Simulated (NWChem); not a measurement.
Molecule: chloromethane (CH3Cl); SMILES CCl

```xyz
5

C      0.0000     0.0000    -1.1109
Cl     0.0000     0.0000     0.6644
H      0.7330     0.7330    -1.4701
H      0.2683    -1.0013    -1.4701
H     -1.0013     0.2683    -1.4701
```
Atoms are numbered in this order, from 1.

Structure relaxed at the PBE0/def2-SVP level.

List the 4 lowest vertical singlet excitations from Hartree-Fock/def2-TZVP, CIS (NWChem).


```csv
state,energy (eV),oscillator strength,leading excitation (squared amplitude)
S1,8.49,0.004,HOMO → LUMO+1 (0.46)
S2,8.49,0.004,HOMO−1 → LUMO+1 (0.46)
S3,10.43,0.002,HOMO → LUMO (0.47)
S4,10.43,0.002,HOMO−1 → LUMO (0.47)
```
